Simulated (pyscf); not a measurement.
Structures and frequencies: ωB97X-D3(BJ)/def2-SVP in PySCF.

Question: For the elementary gas-phase step `[SH][GeH3]` -> `[S]=[GeH2]` + `[H][H]` (singlet surface; H–S, Ge–H broken, H–H formed), what barrier and reaction energy does ωB97M-D3(BJ)/def2-TZVP give, measured from the reactant's lowest minimum found?

Answer: ΔE‡ = 61.5 kcal/mol, ΔE = +33.4 kcal/mol. Zero-point energy shifts the barrier by -2.0 kcal/mol. It is an elimination, with an imaginary mode of 1489i cm⁻¹. At the saddle there is also a short Ge–H contact that neither side keeps. The same reactants have a lower exit, to H₂S + GeH₂ [singlet] (barrier +53.9 kcal/mol at ωB97M-D3(BJ)/def2-TZVP, against +61.5 kcal/mol here). S=GeH₂ lies 9.2 kcal/mol over its isomer HS–GeH: [singlet] (electronic energy, ωB97M-D3(BJ)/def2-TZVP). This is the saddle that the search found; another between the same sides may lie lower. Elements up to Kr have no core potential and no relativistic terms here.
